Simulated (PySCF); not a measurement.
# Nitrogen: a sound run and one with changed settings

Sound run: N [He] 2s2 2p3, N+ [He] 2s2 2p2. Calculation: PySCF 2.14, in def2-TZVP; the non-relativistic Hamiltonian (point nucleus). In the sound run the correlated levels freeze 1s2. The sound run starts from symmetry-adapted Hartree-Fock orbitals and uses a fine grid where one is needed.

Changed run: all electrons correlated in a basis built for the valence shell.

```
species   method  sound run (hartree)  changed run (hartree)  converged
      N      MP2            -54.49761              -54.51487        yes
      N  CCSD(T)            -54.51594              -54.53389        yes
     N+      MP2            -53.96240              -53.97924        yes
     N+  CCSD(T)            -53.98519              -54.00267        yes
```

Ionisation energy of N:

```csv
method,sound run (eV),changed run (eV)
UHF,13.898,13.898
MP2,14.564,14.575
SCS-MP2,14.311,14.319
CCSD,14.424,14.438
CCSD(T),14.442,14.455
```

A valence basis has no tight correlating functions, so it recovers only part of the core correlation, and not evenly between atom and ion.

For comparison, NIST gives 14.534 eV between the lowest levels.
